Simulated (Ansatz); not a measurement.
# H4Si2: the cost of one run

Computed with Ansatz 0.2.0, Gaussian basis. Level: PBE0-D4, def2-SVP first, then def2-TZVP.

76 further runs of the same task are left out: 76 set aside as unsound or not needed.

## (1) Starting geometry

The guess: 6 atoms, charge 0, spin multiplicity 1.

Atoms are counted from 1 here; the program's logs count them from 0.

Bond lengths: Si2–H3 1.470 Å, Si2–Si4 2.218 Å, Si2–H6 1.485 Å, Si4–H5 1.497 Å. Angles: H3–Si2–Si4 109.1°, H3–Si2–H6 98.1°, Si4–Si2–H6 150.9°, Si2–Si4–H5 102.5°.

As a file:

```xyz
6

H    -1.3968    0.3567    0.0635
Si    0.4237   -0.6730   -0.0513
H     0.1631   -1.4752   -1.2558
Si    0.0539    1.4657   -0.5084
H     0.2048    2.1153    0.8320
H     0.5514   -1.7896    0.9199
```

Distances that are to change: H1–Si4 1.91 Å, H1–Si2 2.09 Å.

## (2) Constrained relaxation of the guess

Input file hold/in.yaml:

```yaml
crystal:
  periodic: [false, false, false]
  atoms:
    - {symbol: H, position_ang: [-1.396800, 0.356700, 0.063500]}
    - {symbol: Si, position_ang: [0.423700, -0.673000, -0.051300]}
    - {symbol: H, position_ang: [0.163100, -1.475200, -1.255800]}
    - {symbol: Si, position_ang: [0.053900, 1.465700, -0.508400]}
    - {symbol: H, position_ang: [0.204800, 2.115300, 0.832000]}
    - {symbol: H, position_ang: [0.551400, -1.789600, 0.919900]}
basis:
  gaussian: {orbitals: def2-SVP}
hamiltonian: {xc: pbe0, dispersion: d4}
relax: {f_tol: 0.04, max_steps: 150, escape_saddle: false, constraints: [{distance: [0, 3]}, {distance: [0, 1]}]}
```

The run is started by

```console
$ ansatz run in.yaml --threads 2 --pin off --events-out ev --progress --plain --max-ram 4352MiB
```

**Question.** How long does this run take on 2 threads of Arm Neoverse V2, shared host?

About 5.5 s.
